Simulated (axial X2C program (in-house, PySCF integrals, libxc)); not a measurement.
# Excited states of MgS by EOM-EE-CCSD

Calculated with an in-house all-electron X2C program for linear molecules (integrals from PySCF): two-component X2C with atomic mean-field Coulomb and Gaunt terms, Gaussian nuclei, basis S dyall-av3z, Mg dyall-acv3z with contracted cores.

R = 2.139 Å (near the PBE0 minimum at charge 0 of the determinant lowest at the starting distance; the state shown can have its own minimum elsewhere).

Hartree–Fock spinors of MgS (one of each Kramers pair; a window near the gap, which can cut inner shells):

| ω | occupied | ε (eV) | character |
| --- | --- | --- | --- |
| 1/2 | yes | -22.00 | 70% S s, 11% Mg p, 8% Mg d |
| 1/2 | yes | -9.14 | 66% S p, 25% Mg s, 3% S s |
| 1/2 | yes | -8.13 | 76% S p, 10% Mg p, 8% Mg d |
| 3/2 | yes | -8.08 | 76% S p, 11% Mg p, 8% Mg d |
| 1/2 | no | -1.60 | 40% Mg s, 40% Mg p, 14% S p |
| 1/2 | no | 0.22 | 66% Mg p, 32% Mg s |
| 1/2 | no | 0.28 | 94% Mg p, 4% Mg d |
| 3/2 | no | 0.28 | 94% Mg p, 4% Mg d |
| 1/2 | no | 0.79 | 60% Mg s, 38% Mg p |
| 1/2 | no | 1.01 | 82% Mg p, 13% Mg d, 3% S d |

Vertical excitation energies from the closed-shell determinant state of MgS:

| Ω | excitation (eV) | cm⁻¹ | hole of the leading pair | particle of the leading pair | weight of the pair (for Ω = 0 its time-reversed partner can hold as much again) | singles weight |
| --- | --- | --- | --- | --- | --- | --- |
| 2 | 0.689 | 5557 | 76% S pπ, 11% Mg pπ, 8% Mg dπ | 39% Mg sσ, 32% Mg pσ, 21% S pσ | 0.90 | 0.90 |
| 1 | 0.706 | 5693 | 76% S pπ, 11% Mg pπ, 8% Mg dπ | 39% Mg sσ, 32% Mg pσ, 21% S pσ | 0.53 | 0.90 |
| 0⁻ | 0.726 | 5859 | 76% S pπ, 10% Mg pπ, 8% Mg dπ | 39% Mg sσ, 32% Mg pσ, 21% S pσ | 0.45 | 0.90 |
| 0⁺ | 0.730 | 5887 | 76% S pπ, 10% Mg pπ, 8% Mg dπ | 39% Mg sσ, 32% Mg pσ, 21% S pσ | 0.45 | 0.90 |
| 1 | 0.899 | 7253 | 76% S pπ, 10% Mg pπ, 8% Mg dπ | 38% Mg sσ, 34% Mg pσ, 20% S pσ | 0.52 | 0.88 |
| 0⁻ | 1.550 | 12502 | 66% S pσ, 26% Mg sσ | 38% Mg sσ, 33% Mg pσ, 21% S pσ | 0.46 | 0.95 |
| 1 | 1.551 | 12507 | 66% S pσ, 26% Mg sσ | 38% Mg sσ, 33% Mg pσ, 21% S pσ | 0.93 | 0.95 |
| 0⁺ | 2.988 | 24099 | 65% S pσ, 25% Mg sσ | 40% Mg pσ, 37% Mg sσ, 16% S pσ | 0.32 | 0.85 |
| 1 | 3.596 | 29002 | 76% S pπ, 11% Mg pπ, 8% Mg dπ | 69% Mg pπ, 10% Mg dπ, 9% S pπ | 0.55 | 0.91 |
| 0⁻ | 3.600 | 29037 | 76% S pπ, 11% Mg pπ, 8% Mg dπ | 70% Mg pπ, 10% S pπ, 10% Mg dπ | 0.22 | 0.91 |

This point took 12 s on 1 thread of Arm Neoverse V2, with other jobs on the host.

Reference electrons by ω block (each with its −ω partner): 1/2: 11, 3/2: 3. 8 electrons of MgS correlated (inner shells frozen), 88 natural virtual spinors (a truncated set); levels can be off by some tenths of an eV. Roots sought by Ω: (0: 5, 1: 4, 2: 3, 3: 1); rows need 60 % singles weight and stop where some Ω has no more roots. Missing are any skipped roots, higher Ω and states of a further excitation; these come out far too high here and may in truth be low or lowest. T1 of the reference 0.028 (Lee–Taylor). Number of frozen shells: S 2 s, 1 p; Mg 2 s, 1 p. Large amplitudes in the reference (orbital relaxation or multireference character) lower the reliability.
